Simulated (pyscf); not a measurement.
A first-order saddle from PySCF, ωB97X-D3(BJ)/def2-SVP:

```xyz
10

C     -0.7160     0.0749    -0.1732
O      0.3495     0.3180     1.4537
H      0.1817    -0.2690    -0.6832
H     -0.9842     1.1288    -0.2109
H     -1.3331    -0.6398     0.3676
H     -0.1035     0.5867     2.2685
H      1.1535     0.8578     1.3932
O     -1.7163    -0.1931    -1.8371
H     -1.6601    -1.0620    -2.2652
H     -2.6502     0.0686    -1.8637
```
Charge +1, spin multiplicity 1.

Surface: singlet, charge 1. Lowest wavenumbers (cm⁻¹): 453i, 123, 152, 256, 264.

Q: Name the species on either side of this saddle.

A: H₃C–OH₂⁺ (SMILES C[OH2+]) + H₂O (SMILES O) ⇌ H₃C–OH₂⁺ (SMILES C[OH2+]) + H₂O (SMILES O), a substitution at C read from left to right: C–O broken and C–O formed. At CCSD(T)/def2-TZVPP + ΔMP2(QZVPP) it lies +0.2 kcal/mol from the left side and +0.2 kcal/mol from the right (each side as separated species at their lowest minima found). On the reactant side the descent ends in a bound adduct, 11.9 kcal/mol under the separated species and 10.5 kcal/mol under the saddle at ωB97X-D3(BJ)/def2-TZVP. On the product side the descent ends in a bound adduct, 11.8 kcal/mol under the separated species and 10.5 kcal/mol under the saddle at ωB97X-D3(BJ)/def2-TZVP. One saddle was located; it need not be the lowest between these sides. The angle at the attacked C is 178°. The CCSD(T) − MP2 part came from Ansatz, without density fitting, on the same reference.
